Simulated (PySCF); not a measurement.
Job file and geometry (Å, from GFN2-xTB) of an NMR shielding run on SMILES O=[P+]=O, [O₂P]+, GIAO PBE0/pcSseg-1 NMR shielding, non-relativistic, gas phase (PySCF 2.14.0, density-fitted response routines); density fitting, a coarse starting grid and PySCF grid level 2 are the driver's defaults:

```
{"job": {"kind": "nmr", "xc": "PBE0", "basis": "pcSseg-1"}, "charge": 1, "multiplicity": 1}
O     -1.366093     0.393676    -0.006140
P      0.003832     0.069789    -0.004167
O      1.373743    -0.254111    -0.002247
```

Q: What does the program print?

A: 
```
coarse grid: 3800 points
cycle   1  E = -490.7969267593  dE =  1.258e+00  |g| = 1.012e+00  |ddm| = 2.190e+00
cycle   2  E = -490.0325604613  dE =  7.644e-01  |g| = 2.228e+00  |ddm| = 2.284e+00
cycle   3  E = -491.0205336983  dE = -9.880e-01  |g| = 4.405e-02  |ddm| = 1.490e+00
cycle   4  E = -491.0207825633  dE = -2.489e-04  |g| = 2.385e-02  |ddm| = 4.894e-02
cycle   5  E = -491.0208668012  dE = -8.424e-05  |g| = 3.749e-03  |ddm| = 1.154e-02
cycle   6  E = -491.0208697680  dE = -2.967e-06  |g| = 3.463e-04  |ddm| = 3.518e-03
final grid: 34344 points
cycle   7  E = -491.0604772824  dE =  3.024e-06  |g| = 9.582e-03  |ddm| = 9.477e-03
cycle   8  E = -491.0604244758  dE =  5.281e-05  |g| = 1.943e-02  |ddm| = 1.518e-02
cycle   9  E = -491.0604925169  dE = -6.804e-05  |g| = 1.219e-03  |ddm| = 1.149e-02
cycle  10  E = -491.0604926573  dE = -1.404e-07  |g| = 8.742e-04  |ddm| = 1.043e-03
cycle  11  E = -491.0604928074  dE = -1.501e-07  |g| = 4.646e-05  |ddm| = 4.634e-04
cycle  12  E = -491.0604928078  dE = -4.352e-10  |g| = 2.954e-06  |ddm| = 3.271e-05
converged SCF energy = -491.0604928078

GIAO shielding tensors (ppm)
atom      isotropic    diamagn.    paramagn.     s11        s22        s33       span
  0 O      122.314     389.705    -267.391    -24.117    -24.115    415.174    439.291
  1 P      235.335     969.525    -734.190   -130.592   -130.588    967.184   1097.776
  2 O      122.315     389.705    -267.390    -24.115    -24.113    415.174    439.289
```

Q: Turn these shieldings into chemical shifts. δ = σ(ref) − σ, references computed at the same level: ¹⁷O (336.08 ppm) vs H2O; ³¹P (318.38 ppm) vs H3PO4.

A: Averaging equivalent atoms: O 0/2: 213.8; P 1: 83.0 ppm. Experimental scales use liquid or dissolved standards, which lie at an offset from isolated H2O (liquid H2O: subtract about 36 ppm) and H3PO4.

Size and cost of the density-fitted run: 58 basis functions, about 6 core-seconds.
